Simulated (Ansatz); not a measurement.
**C2Si: the vertical energy of the triplet above the singlet from total energies**

C2Si: 3 atoms, total charge 0, spin state singlet. The shape is that of a GFN2-xTB optimisation.

```xyz
3

C    -1.1118    0.7375   -0.5228
C    -0.1352    0.0892   -0.0636
Si    1.2470   -0.8267    0.5864
```

Both states at this one shape; open shells run unrestricted unless said. 1 Eh = 27.2114 eV.

| level | program | singlet C2Si (Eh) | triplet C2Si (Eh) |
| --- | --- | --- | --- |
| BLYP/STO-3G | Ansatz | -361.123412 | -361.059804 |
| CAM-B3LYP/STO-3G | Ansatz | -361.090754 | -361.035879 |
| B2PLYP/STO-3G, 7 core orbitals frozen | Ansatz | -360.932010 | -360.872382 |

Work out the vertical gap, second state less first, at each level.


1. BLYP/STO-3G: -361.059804 − (-361.123412) = 0.063608 Eh = 1.73 eV.
2. CAM-B3LYP/STO-3G: -361.035879 − (-361.090754) = 0.054875 Eh = 1.49 eV.
3. B2PLYP/STO-3G: -360.872382 − (-360.932010) = 0.059628 Eh = 1.62 eV.

No measured value is set beside it here; the levels span 1.49 to 1.73 eV. Minimal sets are far from the basis-set limit. The second state is spin-contaminated at B2PLYP/STO-3G (⟨S²⟩ = 2.19).
